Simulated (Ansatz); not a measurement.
## O2S, SMILES O=S=O: harmonic frequencies at the relaxed geometry, step by step

With Ansatz 0.2.0, Python API.

Contents of `o2s.xyz`:
```text
3

O    -0.97025    0.62965   -0.45905
S     0.28003    0.37141    0.19409
O     0.69022   -1.00106    0.26496
```

Run as a notebook:

In [1]:
```python
import itertools

import ansatz as az
from ase.data import atomic_numbers, covalent_radii
import numpy as np

mol = az.Crystal.molecule_from_extxyz("o2s.xyz")

job = mol.calculation()
job = job.basis(gaussian="6-31G*")
job = job.functional("pbe0", dispersion="d4")
symbols = [site.symbol for site in mol.cartesian_sites]
start = np.array([site.position_ang for site in mol.cartesian_sites], dtype=float)
report = job.relax(force_tolerance=0.003).run().report
end = np.array(report["positions_ang"])
```

In [2]:
```python
radius = [covalent_radii[atomic_numbers[s]] for s in symbols]
span = lambda where, i, j: np.linalg.norm(where[i] - where[j])
bonded = [(i, j) for i, j in itertools.combinations(range(len(symbols)), 2) if min(span(start, i, j), span(end, i, j)) < 1.2 * (radius[i] + radius[j])]
print("pair        before    after (A)")
for i, j in bonded:
    print(f"{symbols[i]}{i}-{symbols[j]}{j}".ljust(10), f"{span(start, i, j):8.4f} {span(end, i, j):8.4f}")
for first, second in list(itertools.combinations(bonded, 2)):
    shared = set(first) & set(second)
    if shared and symbols[(j := shared.pop())] != "H":
        i, k = sorted((set(first) | set(second)) - {j})
        u, v = end[i] - end[j], end[k] - end[j]
        angle = np.degrees(np.arccos(np.clip(u @ v / np.linalg.norm(u) / np.linalg.norm(v), -1, 1)))
        print(f"final angle {symbols[i]}{i}-{symbols[j]}{j}-{symbols[k]}{k}: {angle:.2f} deg")
```
```text
pair        before    after (A)
O0-S1        1.4340   1.4542
S1-O2        1.4342   1.4542
final angle O0-S1-O2: 119.09 deg
```

In [3]:
```python
minimum = az.Crystal.molecule()
for symbol, place in zip(symbols, end):
    minimum = minimum.atom(symbol, place.tolist())
vibrating = (
    minimum.calculation()
    .basis(gaussian="6-31G*")
    .functional("pbe0", dispersion="d4")
    .phonons(temperatures=(100, 500, 100))
)
vib = vibrating.run().report["vibrations"]
sums = vib["harmonic_sums"]
modes = [m["omega_inv_cm"] for m in sums["modes_at_gamma"] if m["rigid_motion"] == "no"]
print("frequencies (1/cm):", " ".join(f"{w:.0f}" for w in modes))
print("imaginary modes:", sum(w < 0 for w in modes), " zero-point energy:", round(sums["zero_point_energy_ev"], 4), "eV")
print("T (K)   F_vib (eV)   S_vib (meV/K)   C_vib (meV/K)")
for row in zip(sums["temperatures_k"], sums["vibrational_free_energy_ev"], vib["entropy_ev_per_k"], vib["heat_capacity_ev_per_k"]):
    print(f"{row[0]:6.1f} {row[1]:11.4f} {1000 * row[2]:13.4f} {1000 * row[3]:15.4f}")
```
```text
frequencies (1/cm): 514 1184 1387
imaginary modes: 0  zero-point energy: 0.1912 eV
T (K)   F_vib (eV)   S_vib (meV/K)   C_vib (meV/K)
 100.0      0.1912        0.0004          0.0029
 200.0      0.1908        0.0105          0.0324
 300.0      0.1888        0.0302          0.0677
 400.0      0.1846        0.0546          0.1029
 500.0      0.1778        0.0810          0.1339
```

The frequencies are harmonic and unscaled, in a modest basis. The result belongs to the one conformer reached from this start, and soft torsions count as harmonic oscillators. It ran for 10 s on 1 thread of Arm Neoverse V1 (shared host), peak memory 0.17 GiB.

(Lines on the test bed's own set-up are left out of the output.)
